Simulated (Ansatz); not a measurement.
# One shape, several levels: CClF3 (SMILES FC(F)(F)Cl)

Wanted: a comparison of 6 runs (HF/def2-SVP, B3LYP/6-31G*, revPBE/6-31++G**, MP2/6-31G, CCSDT/MINI, CCSD(T)/aug-cc-pVDZ) of CClF3. 

The results are computed with Ansatz 0.2.0.

10 further runs of the same task are left out: 3 for a known fault of the program, 3 that didn't finish, 4 set aside as unsound or not needed.

### Step 1. Starting point

The species is CClF3 (5 atoms), meant as a singlet with charge 0. As SMILES, `FC(F)(F)Cl`. The shape is that of a PBE0-D4/def2-TZVP optimisation.

Bond lengths: F1–C2 1.322 Å, C2–F3 1.322 Å, C2–F4 1.322 Å, C2–Cl5 1.756 Å. Angles: F1–C2–F3 108.7°, F1–C2–F4 108.7°, F1–C2–Cl5 110.2°, F3–C2–F4 108.7°, F3–C2–Cl5 110.2°, F4–C2–Cl5 110.2°.

### Step 2. Energy and gradient at HF/def2-SVP (run 1)

Contents of input.yaml:

```yaml
crystal:
  periodic: [false, false, false]
  atoms:
    - symbol: F
      position_ang: [0.213700, 0.019100, 1.326100]
    - symbol: C
      position_ang: [-0.002200, -0.082500, 0.026100]
    - symbol: F
      position_ang: [-1.249600, -0.474600, -0.167100]
    - symbol: F
      position_ang: [0.811700, -0.999000, -0.468500]
    - symbol: Cl
      position_ang: [0.276300, 1.463300, -0.758000]
basis:
  gaussian: {orbitals: def2-SVP}
magnetization: {spin_polarized: false}
hamiltonian: {xc: hf}
accuracy: high
output: {forces: true, orbitals: {seedname: orbitals}}
```

On the command line:

```bash
$ ansatz run input.yaml --threads 1 --pin off --max-ram 2610MiB --events-out events.jsonl --progress --plain --runs-dir runs
```

The log of the run:

```text
Warning: RAYON_NUM_THREADS=1 ignored (pool sized by the plan → 1); use --threads N
Functional definition: HF
  name "HF"
  exchange = exact_x
  correlation = 0
1542 factors; integrals over basis functions are off by at most 3.6e-9 eV
mean field evaluation 1: about -21636.0830 eV, gradient 4.6e1 eV
mean field evaluation 2: about -21636.1875 eV, gradient 4.6e1 eV
mean field evaluation 4: about -21640.2333 eV, gradient 2.6e0 eV
mean field evaluation 8: about -21640.2672 eV, gradient 1.9e-1 eV
mean field evaluation 16: about -21640.2674 eV, gradient 2.2e-8 eV
mean field -21640.26738870 eV, -795.2651582348 hartree, gradient 2.2e-8 eV, S^2 0.000000; 0 other end points of the search recorded, 0 dependent functions left out
the calculation of the forces begins
reference -21640.26738870 eV, -795.2651582348 hartree; 25, 25 occupied and 49, 49 virtual orbitals, 1542 factors
Total energy: -21640.26738870 eV, -795.2651582348 hartree
Atom 0 at     0.213700     0.019100     1.326100 Å, force    -0.233655    -0.189706    -1.270669 eV/Å
Atom 1 at    -0.002200    -0.082500     0.026100 Å, force    -0.100281    -0.548306     0.276739 eV/Å
Atom 2 at    -1.249600    -0.474600    -0.167100 Å, force     1.247470     0.309820     0.239657 eV/Å
Atom 3 at     0.811700    -0.999000    -0.468500 Å, force    -0.839564     0.841278     0.544839 eV/Å
Atom 4 at     0.276300     1.463300    -0.758000 Å, force    -0.073971    -0.413086     0.209434 eV/Å
Dipole moment:     0.018638     0.103157    -0.052283 e Å
```

Wall time 4.2 s (1 thread of Arm Neoverse N1, shared host); peak memory 0.19 GiB.

### Step 3. Energy and gradient at B3LYP/6-31G(d) (Cartesian functions) (run 2)

Contents of job.yaml:

```yaml
crystal:
  periodic: [false, false, false]
  atoms:
    - {symbol: F, position_ang: [0.213700, 0.019100, 1.326100]}
    - {symbol: C, position_ang: [-0.002200, -0.082500, 0.026100]}
    - {symbol: F, position_ang: [-1.249600, -0.474600, -0.167100]}
    - {symbol: F, position_ang: [0.811700, -0.999000, -0.468500]}
    - {symbol: Cl, position_ang: [0.276300, 1.463300, -0.758000]}
basis:
  gaussian: {orbitals: "6-31G*"}
hamiltonian: {xc: {name: B3LYP}}
accuracy: high
output: {forces: true, orbitals: {seedname: orbitals}}
```

On the command line:

```bash
$ ansatz run job.yaml --threads 1 --pin off --max-ram 2610MiB --events-out events.jsonl --progress --plain --runs-dir runs
```

The log of the run, cut to the lines that bear on the results:

```text
Warning: RAYON_NUM_THREADS=1 ignored (pool sized by the plan → 1); use --threads N
Functional definition: B3LYP
  name "B3LYP"
[...]
1665 factors; integrals over basis functions are off by at most 3.1e-9 eV
[...]
mean field -21709.68231562 eV, -797.8161097478 hartree, gradient 5.0e-8 eV, S^2 0.000000; 0 other end points of the search recorded, 0 dependent functions left out
[...]
reference -21709.68234086 eV, -797.8161106754 hartree; 25, 25 occupied and 54, 54 virtual orbitals, 1665 factors
Total energy: -21709.68234086 eV, -797.8161106754 hartree
Atom 0 at     0.213700     0.019100     1.326100 Å, force     0.107379     0.081061     0.591077 eV/Å
Atom 1 at    -0.002200    -0.082500     0.026100 Å, force    -0.025286    -0.133220     0.066183 eV/Å
Atom 2 at    -1.249600    -0.474600    -0.167100 Å, force    -0.575799    -0.149614    -0.107206 eV/Å
Atom 3 at     0.811700    -0.999000    -0.468500 Å, force     0.385983    -0.393867    -0.247832 eV/Å
Atom 4 at     0.276300     1.463300    -0.758000 Å, force     0.107724     0.595640    -0.302223 eV/Å
Dipole moment:     0.001604     0.008670    -0.004359 e Å
```

Wall time 14 s (1 thread of Arm Neoverse N1, shared host); peak memory 0.26 GiB.

Runs 3 to 5 aren't shown in full; the table further down has their settings and results.

### Step 4. Energy and gradient at CCSD(T)/aug-cc-pVDZ (run 6)

Contents of input.yaml:

```yaml
basis:
  gaussian:
    orbitals: aug-cc-pVDZ
crystal:
  periodic: [false, false, false]
  atoms:
    - {symbol: F, position_ang: [0.213700, 0.019100, 1.326100]}
    - {symbol: C, position_ang: [-0.002200, -0.082500, 0.026100]}
    - {symbol: F, position_ang: [-1.249600, -0.474600, -0.167100]}
    - {symbol: F, position_ang: [0.811700, -0.999000, -0.468500]}
    - {symbol: Cl, position_ang: [0.276300, 1.463300, -0.758000]}
correlation:
  method: ccsd_t
  frozen_orbitals: {C: 1, Cl: 5, F: 1}
accuracy: high
scf:
  omitted_lower_state_checks: [cluster_reference, increment]
output: {forces: true, orbitals: {seedname: orbitals}}
```

On the command line:

```bash
$ ansatz run input.yaml --threads 1 --pin off --max-ram 2610MiB --events-out events.jsonl --progress --plain --runs-dir runs
```

The log of the run:

```text
Warning: RAYON_NUM_THREADS=1 ignored (pool sized by the plan → 1); use --threads N
[... 12 lines left out ...]
9 core orbitals not correlated: weight in the atoms' cores, before any rotation towards them, 1.000 or more for the frozen orbitals, at most 0.000 for the correlated occupied ones
[... 23 lines left out ...]
Total energy: -21678.20034552 eV, -796.6591686857 hartree
[... 5 lines left out ...]
Dipole moment:     0.013189     0.072987    -0.036983 e Å
Checks for a lower state left out: cluster_reference, increment
```

Wall time 13 min (1 thread of Arm Neoverse N1, shared host); peak memory 1.9 GiB.

### Step 5. The series

| run | level | Cartesian functions | task | energy (Eh) | dipole moment (D) | HOMO energy (eV) | LUMO energy (eV) | wall time |
| --- | --- | --- | --- | --- | --- | --- | --- | --- |
| 1 | HF/def2-SVP | no | gradient | -795.265158 | 0.56 | -13.77 | 5.68 | 4.2 s |
| 2 | B3LYP/6-31G* (Cartesian functions) | yes | gradient | -797.816111 | 0.05 | -9.50 | 0.12 | 14 s |
| 3 | revPBE/6-31++G** (density fitting with def2-universal-jkfit, Cartesian functions) | yes | energy | -797.637521 | – | – | – | 3.3 s |
| 4 | MP2/6-31G | no | gradient | -796.005106 | 0.48 | -14.18 | 4.13 | 4.5 s |
| 5 | CCSDT/MINI (sfX2C) | no | gradient | -792.746636 | 0.16 | -14.43 | 4.40 | 6 s |
| 6 | CCSD(T)/aug-cc-pVDZ | no | gradient | -796.659169 | 0.40 | -13.80 | 1.88 | 13 min |

### Step 6. Summary of results

| quantity | value |
| --- | --- |
| run 6: total energy | -796.65917 Eh |
| run 6: dipole moment (correlated density) | 0.40 D |
| run 6: HOMO energy (Hartree–Fock orbitals) | -13.80 eV |
| run 6: LUMO energy (Hartree–Fock orbitals) | 1.88 eV |
| run 6: HOMO–LUMO gap (Hartree–Fock orbitals) | 15.68 eV |
| run 6: correlation energy (9 core orbitals frozen) | -930.5 mEh |
| run 6: (T) correction | -25.82 mEh |
| run 6: T1 diagnostic | 0.013 |
| run 6: largest force on an atom | 1.167 eV/Å |

What this shows: Over runs 1, 2, 4, 5, 6 the dipole moment (its size) runs from 0.05 D (B3LYP/6-31G*) to 0.56 D (HF/def2-SVP). The two ends differ in method and basis. Totals of different functionals can't be ranked against each other. Some runs of one species differ in core potentials or relativity; totals across that change don't compare. In run 5 the basis is minimal, so the values are rough. All runs together took 14 min, the longest 13 min.
